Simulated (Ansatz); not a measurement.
For bcc V, PBE (PAW; Ansatz, a quantum-chemistry and plane-wave program) gives:

equilibrium lattice constant a: 2.997 Å
bulk modulus B0: 182 GPa

Question: What does HSE06-D3(BJ) in Ansatz (PAW) give for the same quantities?

Answer: 
- lattice constant a: 2.907 Å (shrinks by 3.0 %)
- bulk modulus: 237 GPa (rises by 30 %)

For comparison: lattice constant a 3.021 Å (measured, static lattice: zero-point anharmonic expansion removed; as tabulated in Mejia-Rodriguez and Trickey (2018), arXiv:1807.09216); bulk modulus 161 GPa (measured, corrected for temperature and zero-point phonon effects, our sources range from 159 to 166; as tabulated in Levämäki et al. (2014), arXiv:1402.3671).

Changes are worked out from the printed values.

Unless a cell is named, each level is at its own relaxed cell (PBE 13.46, HSE06-D3(BJ) 12.28 Å³/atom).

The crystal itself was run without spin with PBE, HSE06-D3(BJ); a magnetic state was not tried in these runs.

Ansatz's density-functional and Hartree–Fock values are scalar-relativistic unless marked +SOC, with PAW data made under PBE.
